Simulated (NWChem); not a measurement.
# sulfur dioxide (SO2); SMILES S(=O)=O

All runs: NWChem. Pople sets run with spherical d functions. Level PBE/6-31G*: optimisations from one semi-empirical or force-field start; each run changes one setting, and all end within 0.3 mHa of each other.

| setting | optimisation steps |
|---|---|
| redundant internal coordinates, default thresholds | 3 |
| tight thresholds | 5 |
| Cartesian coordinates | 4 |
| loose thresholds | 3 |
